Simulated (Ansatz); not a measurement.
# CHBSi (triplet): from Hartree-Fock to the top rungs, cc-pVDZ

The task here is to estimate one member of a computed series from the others.

The runs use Ansatz 0.2.0, Gaussian basis; cc-pVDZ, core rule «outside noble gas», up to 7 orbitals frozen.

The runs, in order: UHF; CCSD(T) on ROHF; CCSD(T) on UHF; BCCD(T) on ROHF; CISD; CCSDT(Q) on ROHF; CCSDT(Q) on UHF; CASSCF and NEVPT2, 10 electrons in 10 orbitals.

20 further runs of the same task are left out: 9 that didn't finish, 11 set aside as unsound or not needed.

## The geometry

The geometry is a PBE0/def2-TZVP stationary point (not a proven minimum).

4 atoms, charge 0, spin multiplicity 3.

Atoms are counted from 1 here; the program's logs count them from 0.

Bond lengths: B1–C2 1.470 Å, B1–Si3 2.018 Å, C2–Si3 1.745 Å, C2–H4 1.084 Å. Angles: C2–B1–Si3 57.5°, B1–C2–Si3 77.2°, B1–C2–H4 130.2°, Si3–C2–H4 152.6°, B1–Si3–C2 45.3°.

Coordinates:

```
B     0.00000   -0.90584    0.96761
C     0.00000    0.56123    0.86843
Si    0.00000    0.06148   -0.80299
H     0.00000    1.31500    1.64800
```

Set-up of the first run:

Input file in.yaml:

```yaml
crystal:
  periodic: [false, false, false]
  atoms:
    - {symbol: B, position_ang: [0.000000, -0.905839, 0.967609]}
    - {symbol: C, position_ang: [0.000000, 0.561227, 0.868427]}
    - {symbol: Si, position_ang: [0.000000, 0.061485, -0.802988]}
    - {symbol: H, position_ang: [0.000000, 1.315005, 1.647998]}
basis:
  gaussian: {orbitals: cc-pVDZ}
magnetization: {spin_polarized: true, initial_magnetization: 2}
hamiltonian: {xc: hf}
output: {orbitals: {seedname: orbitals}}
```

Launch:

```sh
$ ansatz run in.yaml --threads 1 --pin off --events-out ev --progress --plain --max-ram 2393MiB
```

Among the steps run: UHF; CCSD(T) on ROHF; CCSD(T) on UHF; BCCD(T) on ROHF; CISD; CCSDT(Q) on ROHF; CCSDT(Q) on UHF; CASSCF and NEVPT2, 10 electrons in 10 orbitals.

One table of the session follows, with a row left open; its other results are not shown here.

```
         method  from UCCSDT(Q) (kcal/mol)
           ROHF                    +194.90
            UHF                    +190.21
           RMP2                     +28.72
           UMP2                     +29.82
           CISD                     +30.17
          RCCSD                     +11.66
          UCCSD                     +11.55
       RCCSD(T)                      +1.82
       UCCSD(T)                      +1.90
        BCCD(T)                          ?
         RCCSDT                      +0.95
         UCCSDT                      +0.92
      RCCSDT(Q)                      +0.10
      UCCSDT(Q)                          0
CASSCF frontier                    +135.16
NEVPT2 frontier                     +29.51
```

Q: Estimate the row for BCCD(T) from the others.

**Answer.** from UCCSDT(Q) (kcal/mol): +1.67. In the column «from UCCSDT(Q) (kcal/mol)» it lies between RCCSDT (+0.95) and RCCSD(T) (+1.82).

With the free atoms at the same levels and basis (separate runs), the atomisation energy is 12.379 eV at UCCSDT(Q), 12.333 eV at RCCSD(T), 12.327 eV at UCCSD(T), 9.657 eV at ROHF.

Limits of these values: Restricted and unrestricted rows rest on different reference determinants; where their highest levels disagree by more than a few hundredths of an eV, they describe different states and don't form one ladder.
